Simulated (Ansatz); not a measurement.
The input, for Ansatz 0.2.0:

```yaml
crystal:
  periodic: [false, false, false]
  atoms:
    - {symbol: Si, position_ang: [0.000000, 0.079152, 1.507626]}
    - {symbol: Ge, position_ang: [0.000000, -0.001867, -0.657480]}
    - {symbol: H, position_ang: [0.000000, -0.769387, 4.714255]}
    - {symbol: H, position_ang: [0.000000, -1.301556, 0.660032]}
basis:
  gaussian: {orbitals: cc-pVDZ}
magnetization: {spin_polarized: true, initial_magnetization: 0}
correlation: {method: mp2, electrons: valence}
accuracy: high
```

```sh
$ ansatz run in.yaml --threads 1 --pin off --events-out ev --progress --plain --max-ram 2393MiB
```

Output:

```
1120 factors; integrals over basis functions are off by at most 4.5e-9 eV
mean field evaluation 1: about -64357.6942 eV, gradient 8.5e0 eV
mean field evaluation 2: about -64357.7139 eV, gradient 8.5e0 eV
mean field evaluation 4: about -64358.9871 eV, gradient 1.3e0 eV
mean field evaluation 8: about -64359.0351 eV, gradient 8.2e-2 eV
mean field evaluation 16: about -64359.0353 eV, gradient 8.4e-8 eV
mean field evaluation 32: about -64361.9418 eV, gradient 7.4e-3 eV
mean field evaluation 64: about -64361.7332 eV, gradient 2.4e0 eV
mean field evaluation 96: about -64361.9418 eV, gradient 2.1e-8 eV
mean field evaluation 128: about -64359.0346 eV, gradient 1.8e-1 eV
mean field evaluation 160: about -64362.0437 eV, gradient 4.6e-7 eV
mean field evaluation 192: about -64362.0437 eV, gradient 1.3e-8 eV
mean field evaluation 224: about -64361.3069 eV, gradient 6.3e0 eV
mean field evaluation 256: about -64360.3863 eV, gradient 1.2e0 eV
mean field evaluation 288: about -64361.8869 eV, gradient 9.2e-1 eV
mean field evaluation 320: about -64362.0425 eV, gradient 3.5e-1 eV
mean field evaluation 352: about -64362.0437 eV, gradient 6.3e-3 eV
mean field -64362.04749824 eV, -2365.2616193977 hartree, gradient 3.3e-8 eV, S^2 1.036905; 27 other end points of the search recorded, 0 dependent functions left out
14 core orbitals not correlated: weight in the atoms' cores, before any rotation towards them, 1.000 or more for the frozen orbitals, at most 0.000 for the correlated occupied ones
reference -64362.04749824 eV, -2365.2616193977 hartree; 10, 10 occupied and 31, 31 virtual orbitals, 1120 factors
second order -4.51308972 eV of doubles, -0.00000000 eV of singles
Total energy: -64366.56058796 eV, -2365.4274723859 hartree
```

Ran on 1 thread of Arm Neoverse V1, shared host: 17 s wall, 0.23 GiB peak host memory.
